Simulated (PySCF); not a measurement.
## How the functional moves excitation energies

Thio-thionyl fluoride, S2F2.
SMILES: `S(F)(F)=S`

Linear-response calculations in the def2-SVPD basis (PySCF; singlets by full response, triplets Tamm–Dancoff, core orbitals frozen in the response; HF means time-dependent Hartree–Fock). 'Strongest' is the level of largest summed f among the singlets computed (10 roots, of which the last may lack a degenerate partner); it can jump between rows when another state enters that window. S1 is the lowest singlet of each run and needn't be the same state throughout; f(S1) is that of one state. Geometry: PBE0-D3(BJ)/def2-SVP; no solvent, vibrations or thermal averaging.

```csv
functional,kind,S1 (eV),f(S1),strongest (eV),T1 (eV),HOMO (eV),gap (eV),"ionisation energy, ΔSCF (eV)"
LDA,LDA,3.98,0.002,6.54,3.52,-7.35,3.71,10.90
PBE,GGA,4.00,0.002,6.51,3.48,-7.19,3.75,10.65
B3LYP,"global hybrid, 20% exact exchange",4.04,0.002,6.67,3.52,-8.14,5.33,10.75
PBE0,"global hybrid, 25% exact exchange",4.10,0.003,6.80,3.53,-8.38,5.76,10.73
BHandHLYP,"global hybrid, 50% exact exchange",4.20,0.003,6.98,3.63,-9.42,7.79,10.64
CAM-B3LYP,range-separated hybrid,4.06,0.003,6.81,3.53,-9.65,8.15,10.76
wB97X-D,range-separated hybrid,4.07,0.003,6.86,3.57,-10.20,9.32,10.79
LC-wPBE,range-separated hybrid,4.11,0.003,6.99,3.54,-10.98,10.57,10.77
HF,Hartree–Fock,4.59,0.004,7.53,3.88,-11.04,11.95,not settled
```

S1 runs from 3.98 eV (LDA) to 4.59 eV (HF), a spread of 0.61 eV, while the orbital gap spreads over 8.2 eV. Along PBE (0%), B3LYP (20%), PBE0 (25%), BHandHLYP (50%), HF (100%) S1 rises with the share of exact exchange. −ε(HOMO) comes closest to its own ΔSCF ionisation energy with LC-wPBE (+0.21 eV) and misses most with LDA (-3.55 eV). 'Not settled' means that the ion's SCF failed to converge or may have ended in another state than the lowest.
